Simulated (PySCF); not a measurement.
Assignment exercise: C2H5B

Geometry:
```csv
atom,x (Å),y (Å),z (Å)
B1,0.673,1.026,-0.404
H2,1.371,1.411,-1.313
H3,0.448,1.771,0.525
C4,0.061,-0.389,-0.391
C5,-0.710,-0.798,0.635
H6,0.235,-1.095,-1.212
H7,-0.916,-0.131,1.480
H8,-1.162,-1.796,0.681
```

[PySCF: geometry from PBE0-D3(BJ)/def2-SVP; NMR shieldings at PBE0/pcSseg-1/GIAO; spin–spin couplings from B3LYP/pcJ-1; one averaged value for each set of equivalent atoms; gas phase; single conformer; non-relativistic]

Chemical shifts δ = σref − σ; TMS for 13C and 1H, all at this level.

(1) Assign these signals to the numbered atoms. 13C{1H} NMR (computed): δ 166.9 (CH2), 152.1 (CH).

(2) Assign these signals to the numbered atoms. 1H NMR (300 MHz, computed): δ 7.47 (tt, J = 16.6, 7.2 Hz, 1H), 7.00 (dt, J = 16.6, 1.0 Hz, 2H), 6.88 (br, 2H).

## Answers

(1) 
```tsv
δ (ppm)	atoms	environment	reason
166.9	C5	carbon bonded to C, 2 H	–
152.1	C4	carbon bonded to C, B, H	–
```

(2) 
| δ (ppm) | atoms | environment | reason |
| --- | --- | --- | --- |
| 7.47 | H6 | hydrogen on a carbon bonded to C, B | – |
| 7.00 | H7/H8 | hydrogen on a carbon bonded to C | – |
| 6.88 | H2/H3 | hydrogen on a boron bonded to C | – |

Hydrogens on boron are broadened and split by 11B (spin 3/2, 80 %) and 10B (spin 3). A carbon bonded to boron is broadened by the quadrupolar boron nucleus and is often missing from a measured spectrum. Splittings below 1 Hz are ignored in the labels, and close J values are merged. Unscaled 3J(H,H) at this level run about 10 % above measured values. Shifts are as computed. Against solution values, carbons near 30 ppm lie about +2 ppm off and those near 130 ppm about +5 ppm. Of 1211 compounds with measured shifts, 218 miss one by over three times the rms of a fit or turn the order of signals round; such compounds aren't used in these exercises.
